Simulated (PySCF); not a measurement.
## Substituent chemical shifts

Parent skeleton `[CH2:1]1[CH2:2][O:3][CH2:4]1`; one hydrogen on atom 1 is replaced by X. Hydrogens on one atom are averaged.

[PySCF 2.14: structure optimised with GFN2-xTB; GIAO PBE0/pcSseg-1 shieldings; rapidly exchanging positions averaged; isolated molecule; one conformer; non-relativistic Hamiltonian]

Shifts are taken against calculated references (same method and geometry level): TMS for $^{13}$C, $^{1}$H; $^{17}$O vs H2O.

Parent (X = H): C1 23.3, C2/C4 73.6, O3 16.4, H(C1) 2.68, H(C2)/H(C4) 4.90 ppm. Effects are Δδ = δ(X) − δ(H), positive for deshielding.

Task: Give Δδ (ppm) for X = CH=NMe, Ph, cBu, CH2Cl.

Result: 
```csv
X,SMILES,C1,C2/C4,O3,H(C1),H(C2)/H(C4)
CH=NMe,C/N=C/C1COC1,+21.1,+1.7,-11.0,+1.13,-0.01
Ph,c1ccc(C2COC2)cc1,+21.1,+9.9,-11.9,+1.17,+0.12
cBu,C1CC(C2COC2)C1,+22.7,+4.8,-17.4,+0.12,-0.25
CH2Cl,ClCC1COC1,+17.1,+3.3,-16.4,+0.45,-0.19
```

Task: Which position responds most, and to which substituents?

Result: H(C1): from +0.12 ppm with cBu to +1.17 ppm with Ph.

Experimental scales use liquid or dissolved standards, which lie at an offset from isolated H2O (liquid H2O: subtract about 36 ppm).
